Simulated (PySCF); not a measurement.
Species: formic acid, CH2O2.
Structure used (PBE0-D3(BJ)/def2-TZVP), in Å, numbered top down from 1:
```
atom  x, y, z in Å
O1    -0.5540    1.1607   -0.5419
C2    -0.3018    0.0613   -0.1496
O3     0.8988   -0.5200   -0.2046
H4    -1.0253   -0.6247    0.3121
H5     1.5066    0.1129   -0.6163
```

Method: PBE0-D3(BJ)/def2-TZVP geometry optimisation, gas phase (PySCF).

Masses are those of the commonest isotopes; rigid-rotor values at the optimised geometry. The values belong to one conformer with, in the numbering `[O:1]=[CH:2][OH:3]`, O1–C2–O3–H 0°.

**Question.** Give the principal moments of inertia and the rotational constants in MHz.

**Answer.** Ia = 6.43, Ib = 41.49, Ic = 47.92 u·Å²; 505379 MHz·u·Å²/I gives A = 78554, B = 12181, C = 10546 MHz.

**Question.** Classify the top.

**Answer.** A near-prolate asymmetric top: κ = (2 × 12181 − 78554 − 10546)/(78554 − 10546) = -0.95.

**Question.** What does the inertial defect say?

**Answer.** Planar: Δ = Ic − Ia − Ib = 0.00 u·Å². For a rigid frame Δ = −2 Σ m c², so it vanishes when all atoms lie in the ab plane; here none is more than 0.01 Å from it.

**Question.** Where do the levels up to J = 5 lie, in K?

**Answer.** Above 0(0,0), as E/k:
J = 1: 1(0,1) 1.091, 1(1,1) 4.276, 1(1,0) 4.355
J = 2: 2(0,2) 3.271, 2(1,2) 6.379, 2(1,1) 6.614, 2(2,1) 16.171, 2(2,0) 16.172
J = 3: 3(0,3) 6.537, 3(1,3) 9.533, 3(1,2) 10.003, 3(2,2) 19.443, 3(2,1) 19.450, 3(3,1) 35.567, 3(3,0) 35.567
J = 4: 4(0,4) 10.886, 4(1,4) 13.736, 4(1,3) 14.520, 4(2,3) 23.805, 4(2,2) 23.826, 4(3,2) 39.933, 4(3,1) 39.933, 4(4,1) 62.503, 4(4,0) 62.503
J = 5: 5(0,5) 16.311, 5(1,5) 18.987, 5(1,4) 20.164, 5(2,4) 29.255, 5(2,3) 29.305, 5(3,3) 45.391, 5(3,2) 45.391, 5(4,2) 67.959, 5(4,1) 67.959, 5(5,1) 96.978, 5(5,0) 96.978

**Question.** Predict some low-J microwave lines.

**Answer.** The dipole components are |μa| = 1.55 D, |μb| = 0.07 D, |μc| = 0.00 D; the mirror of this Cs structure is the ab plane, so μc vanishes by symmetry and there are no c-type lines. Intensities carry the squares of the components, which stand as 1.00 : 0.00 (a : b). Some lines, for components of 0.1 D or more:

| type | branch | J(Ka,Kc) | MHz | lower level (cm⁻¹) |
| --- | --- | --- | --- | --- |
| a | Q | 1(1,0) ← 1(1,1) | 1635 | 2.972 |
| a | Q | 2(1,1) ← 2(1,2) | 4906 | 4.434 |
| a | R | 1(0,1) ← 0(0,0) | 22727 | 0.000 |
| a | R | 2(1,2) ← 1(1,1) | 43818 | 2.972 |
| a | R | 2(0,2) ← 1(0,1) | 45424 | 0.758 |
| a | R | 2(1,1) ← 1(1,0) | 47089 | 3.027 |

**Question.** Estimate the classical rotational partition function at 50 K, 200 K and 500 K.

**Answer.** Point group Cs, symmetry number σ = 1; q = (√π/σ)·√((kT/h)³/(ABC)), k/h = 20836.6 MHz/K: 593 at 50 K, 4750 at 200 K, 18800 at 500 K.

Not checked by PBE0-D3(BJ)/def2-TZVP frequencies. No vibrational averaging or centrifugal distortion is included, and the geometry carries the error of its method.

On an Arm Neoverse N1 with one thread, shared host, this took 23 s of wall time and 0.41 GiB of memory at its peak. That covers the optimisation of the geometry.
